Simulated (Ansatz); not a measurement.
Basis-set extrapolation for CH₅Si, SMILES `C[SiH2]` radical (PBE0-D4/def2-TZVP geometry, frozen core, the Gaussian-basis code of Ansatz). Multiplicity 2, UHF reference.

```
                      def2-TZVPP   def2-QZVPP
                 HF  -329.698885  -329.709952
    MP2 correlation    -0.291486    -0.310578
CCSD(T) correlation    -0.338173      not run
```

Energies in hartree. Use E(X) = E(∞) + A·exp(−7.88·√X) for Hartree–Fock and E(X) = E(∞) + B·X^(−2.97) for correlation, with X = 3 and 4, and add CCSD(T) minus MP2 of the smaller set to the MP2 limit.

Q: What is the CCSD(T) energy at the basis-set limit?

A: HF limit: -329.709952 + (-0.011067) × 0.13774 = -329.71148. MP2 limit: -0.310578 + (-0.019092) × 0.74074 = -0.32472. Higher-order term: -0.338173 − (-0.291486) = -0.04669. Total: -330.08289 hartree, 1.25 eV below CCSD(T)/def2-TZVPP.
